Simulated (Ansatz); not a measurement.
Input for Ansatz (development build ahead of 0.2.0):

```yaml
crystal:
  periodic: [false, false, false]
  atoms:
    - { symbol: S, position_ang: [0.0, 0.0, 0.0] }
    - { symbol: O, position_ang: [0.0, 0.0, 1.788] }
basis:
  gaussian: { orbitals: "6-31G" }
magnetization:
  spin_polarized: true
hamiltonian:
  xc: pbe0
scf:
  omitted_lower_state_checks: [starts, atomic_configurations, cluster_reference, orbital_swaps, given_window_search, neighbouring_geometries, increment]
output:
  forces: true
```

The input is written out in the form of the current development build from the run's settings.

Output:

```json
{
 "Converged": "yes",
 "Total energy": "-473.02681 hartree",
 "Spin squared of the determinant": "1.003",
 "Stability test": "minimum"
}
```

Forces (eV/Å):
| atom | Fx | Fy | Fz |
| --- | --- | --- | --- |
| S1 | 0.000 | 0.000 | 4.305 |
| O2 | 0.000 | 0.000 | -4.305 |

Caution: another spin multiplicity may lie lower; the unrestricted determinant is a mixture of spin states.
